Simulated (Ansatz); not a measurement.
# HNO3: the cost of one run

Computed with Ansatz 0.2.0 (the levels named in each step, unless a step's input says otherwise).

## (1) The starting structure

Bond lengths: O1–N2 1.185 Å, N2–O3 1.175 Å, N2–O4 1.391 Å, O4–H5 0.973 Å. Angles: O1–N2–O3 130.4°, O1–N2–O4 115.3°, O3–N2–O4 114.4°, N2–O4–H5 111.0°.

Structure file:

```xyz
5

O    -0.0664    0.9955   -0.7250
N    -0.1171    0.0198   -0.0537
O    -1.0112   -0.7116    0.1592
O     1.0684   -0.3212    0.5889
H     1.7738    0.3152    0.3805
```

## (2) A rough first relaxation, PBE-D4/def2-SVP

Contents of input.yaml:

```yaml
crystal:
  periodic: [false, false, false]
  atoms:
    - { symbol: O, position_ang: [-0.06641, 0.99554, -0.725] }
    - { symbol: "N", position_ang: [-0.11709, 0.01983, -0.05373] }
    - { symbol: O, position_ang: [-1.01122, -0.71156, 0.15918] }
    - { symbol: O, position_ang: [1.0684, -0.3212, 0.58889] }
    - { symbol: H, position_ang: [1.77379, 0.31523, 0.3805] }
basis:
  gaussian: { orbitals: def2-SVP }
hamiltonian:
  xc: pbe
  dispersion: d4
relax:
  f_tol: 0.03
  max_steps: 200
```

Started as:

```sh
ansatz run input.yaml --threads 2 --pin off --max-ram 5120MiB --backend cpu --events-out ev --progress --plain --runs-dir out
```

What time and memory should one allow on 2 threads of Arm Neoverse V1, shared host?

About 4.3 s, with a peak of 0.11 GiB.
